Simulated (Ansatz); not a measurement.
`C[S][MgH]` + H₂S → `[MgH][SH]` + CH₃SH at 600 K and 1 bar (ligand exchange at a Mg–S bond).

Program: Ansatz. Geometries: PBE0-D4/def2-TZVP. ΔE: electronic, gas phase. CCSD(T)/CBS is the MP2 limit (def2-TZVPP, def2-QZVPP) plus CCSD(T) − MP2 in def2-TZVPP, frozen cores. This one scheme is used for every species. For Mg outer-core shells are correlated without core-valence functions, which leaves a few kJ/mol of doubt a bond.

```json
{"species": "`C[S][MgH]`", "CCSD(T)/CBS energy (Eh)": "-638.14397", "H − E (kJ/mol)": "159.7", "S (J/(mol·K))": "377.0"}
{"species": "H₂S", "CCSD(T)/CBS energy (Eh)": "-398.97279", "H − E (kJ/mol)": "60.8", "S (J/(mol·K))": "230.9"}
{"species": "`[MgH][SH]`", "CCSD(T)/CBS energy (Eh)": "-598.89578", "H − E (kJ/mol)": "67.9", "S (J/(mol·K))": "309.0"}
{"species": "CH₃SH", "CCSD(T)/CBS energy (Eh)": "-438.22835", "H − E (kJ/mol)": "152.3", "S (J/(mol·K))": "296.8"}
```

H − E and S are ideal-gas, rigid-rotor, harmonic terms from PBE0-D4/def2-TZVP. 1 Eh = 2625.50 kJ/mol, R = 8.31446 J/(mol·K).

Q: By hand: ΔE, ΔH, ΔS and ΔG.

A: ΔE = (-598.89578) + (-438.22835) − (-638.14397) − (-398.97279) = -0.00737 Eh = -19.3 kJ/mol. Δ(H − E) = 67.9 + 152.3 − 159.7 − 60.8 = -0.3, so ΔH = -19.6 kJ/mol. ΔS = 309.0 + 296.8 − 377.0 − 230.9 = -2.1 J/(mol·K). ΔG = -19.6 − 600 × (-2.1)/1000 = -18.3 kJ/mol.

Q: By hand: the equilibrium constant, and the temperature at which ΔG would vanish if ΔH and ΔS stayed fixed.

A: log₁₀ K = −ΔG/(RT ln 10) = 1.6. ΔG = 0 at ΔH/ΔS = 9333 K, far beyond where these terms or the molecules hold.

The number of gas molecules stays the same, so ΔS is small and ΔH decides. A doubt of 5 kJ/mol in ΔE shifts log₁₀ K by 0.4 here. These are equilibria of isolated gas molecules and say nothing of rates. Largest T1 diagnostic: 0.009 (customary marks: 0.02 for closed shells, 0.045 for open ones).
